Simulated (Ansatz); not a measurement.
**Double-hcp Nd**

Calculation: rVV10 (Ansatz, a program for electronic structure, PAW).

Run with plane-wave cutoff 500 eV, 24×24×6 k mesh (along the axes of the cell as run), Fermi–Dirac smearing 0.1 eV, spin-polarised with parallel moments, scalar-relativistic PAW data made under PBE.

Cell: relaxed at this level.

* **volume per atom**: 34.56 Å³/atom
* **lattice parameter a**: 3.677 Å
* **lattice parameter c**: 11.807 Å
* **band gap**: none

Note: the magnetic order was assumed, not searched for or taken from measurement; the 4f shell is treated without U or exact exchange, so its levels and filling can be wrong.

Spin–orbit coupling is not included.
